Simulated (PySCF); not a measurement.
ozone (O3), SMILES O=[O+][O-].

The structure is a stationary point at PBE0-D3(BJ)/def2-TZVP. The molecule may have multireference character, which single-reference levels describe poorly.

Two levels are set side by side: TDA-PBE/def2-TZVPD (PySCF) and EOM-CCSD/aug-cc-pVDZ (PySCF). Vertical, same geometry; the bases differ. Differences are taken from unrounded values.

```tsv
quantity	EOM-CCSD
lowest singlet excitation (eV)	2.51
lowest triplet excitation (TDA for PBE) (eV)	0.00
```

Task: What does TDA-PBE give, and how far is it from EOM-CCSD? (Estimate from the structure and the level; the computed values follow.)

Result: 
```tsv
quantity	TDA-PBE	TDA-PBE minus EOM-CCSD
lowest singlet excitation (eV)	2.37	-0.14
lowest triplet excitation (TDA for PBE) (eV)	1.46	1.46
```

A lower first singlet is the usual sign of a functional without exact exchange. Differences between two approximate levels are no errors against the true value.

Rough cost on one machine, each run with all the roots and properties that it gave: EOM-CCSD against TDA-PBE about 6 times.
